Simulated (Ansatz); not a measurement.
`O[SiH2][SiH2]` radical, relaxed with UKS PBE0-D4/def2-TZVP in the Gaussian-basis code of Ansatz from a PBE-D4/def2-SVP geometry. The force threshold is 0.005 eV/Å; the program also tests the step.

Total charge 0; spin multiplicity 2.

Start:

```xyz
8

O     0.720   -1.821   -0.243
Si    0.475   -0.207   -0.669
Si   -0.346    1.037    1.151
H    -0.070   -2.281    0.090
H     1.819    0.325   -1.072
H    -0.464   -0.077   -1.852
H    -0.488    2.516    0.885
H    -1.645    0.508    1.711
```

(1) By how much does the energy fall, and how many steps does the optimiser take? (Estimate.)

(2) Which bonds change most? (Estimate.)

(3) Give the relaxed structure. (Estimate.)

Results:

(1) Computed: 0.92 kcal/mol, in 9 steps.

(2) Computed: O1–Si2 from 1.687 to 1.652 Å; Si2–H6 from 1.515 to 1.494 Å; Si3–H7 from 1.510 to 1.490 Å; Si3–H8 from 1.511 to 1.492 Å.

(3) Ansatz gave: 
```xyz
8

O     0.727   -1.786   -0.235
Si    0.461   -0.210   -0.650
Si   -0.360    1.035    1.149
H    -0.029   -2.314    0.023
H     1.779    0.336   -1.056
H    -0.474   -0.122   -1.811
H    -0.437    2.501    0.891
H    -1.667    0.561    1.689
```
